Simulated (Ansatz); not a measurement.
# H6NPSi: the cost of one run

All numbers below are computed with Ansatz 0.2.0 (RKS B3LYP-D4/6-31G*).

### Step 1. The system as given

Bond lengths: N1–Si2 1.642 Å, Si2–P3 2.189 Å, N1–H4 0.971 Å, N1–H5 1.055 Å, Si2–H6 1.493 Å, Si2–H7 1.496 Å, P3–H8 1.407 Å, P3–H9 1.470 Å. Angles: N1–Si2–P3 105.1°, N1–Si2–H6 109.9°, N1–Si2–H7 106.2°, P3–Si2–H6 113.4°, P3–Si2–H7 110.9°, H6–Si2–H7 110.8°, Si2–N1–H4 111.7°, Si2–N1–H5 111.6°, H4–N1–H5 104.2°, Si2–P3–H8 96.8°, Si2–P3–H9 97.2°, H8–P3–H9 93.8°.

Coordinates:

```xyz
9

N    -1.0083    0.5755   -0.9964
Si    0.2636    0.5443    0.0414
P    -0.2234   -1.0184    1.4944
H    -1.1150   -0.2719   -1.4577
H    -0.8592    1.2747   -1.7720
H     0.4499    1.8905    0.6587
H     1.4589    0.1627   -0.7733
H     0.0261   -2.1159    0.6496
H     1.0959   -1.0878    2.1383
```

### Step 2. Relaxing end A

Contents of input.yaml:

```yaml
crystal:
  periodic: [false, false, false]
  atoms:
    - { symbol: "N", position_ang: [-1.0083, 0.5755, -0.9964] }
    - { symbol: Si, position_ang: [0.2636, 0.5443, 0.0414] }
    - { symbol: P, position_ang: [-0.2234, -1.0184, 1.4944] }
    - { symbol: H, position_ang: [-1.115, -0.2719, -1.4577] }
    - { symbol: H, position_ang: [-0.8592, 1.2747, -1.772] }
    - { symbol: H, position_ang: [0.4499, 1.8905, 0.6587] }
    - { symbol: H, position_ang: [1.4589, 0.1627, -0.7733] }
    - { symbol: H, position_ang: [0.0261, -2.1159, 0.6496] }
    - { symbol: H, position_ang: [1.0959, -1.0878, 2.1383] }
basis:
  gaussian: { orbitals: "6-31G*" }
hamiltonian:
  xc: b3lyp
  dispersion: d4
relax:
  f_tol: 0.015
  max_steps: 40
```

Command:

```
$ ansatz run input.yaml --threads 1 --pin off --max-ram 2048MiB --backend cpu --events-out ev --progress --plain --runs-dir out
```

**Question.** How long does this run take on 1 thread of Arm Neoverse V1, shared host, and how much memory does it need?

About 34 s, with a peak of 0.14 GiB.
